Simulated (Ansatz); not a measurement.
We consider bcc K, described by LDA (Ansatz, an electronic-structure program, PAW).

Run with plane-wave cutoff 520 eV, 12×12×12 k mesh, Fermi–Dirac smearing 0.1 eV, perturbation theory, scalar-relativistic PAW data made under PBE.

Computed at the level's own relaxed cell.

```cif
data_K2
_chemical_formula_sum 'K2'
_space_group_name_H-M_alt 'Im-3m'
_space_group_IT_number 229
_space_group_name_Hall '-I 4 2 3'
_cell_length_a 5.04618
_cell_length_b 5.04618
_cell_length_c 5.04618
_cell_angle_alpha 90.000
_cell_angle_beta 90.000
_cell_angle_gamma 90.000
loop_
_atom_site_label
_atom_site_type_symbol
_atom_site_symmetry_multiplicity
_atom_site_Wyckoff_symbol
_atom_site_fract_x
_atom_site_fract_y
_atom_site_fract_z
_atom_site_occupancy
K1 K 2 a 0.00000 0.00000 0.00000 1
```
(The calculation used a cell of 1 atom; values per cell refer to that cell.)

Harmonic phonon frequencies (cm⁻¹; i marks an imaginary mode):

```json
[
 {"q point": "H", "frequencies": "78 78 78"},
 {"q point": "N", "frequencies": "___"},
 {"q point": "P", "frequencies": "63 63 63"}
]
```

What belongs in the gaps?


- N, frequencies: 17 53 84

No imaginary mode appears at these points.
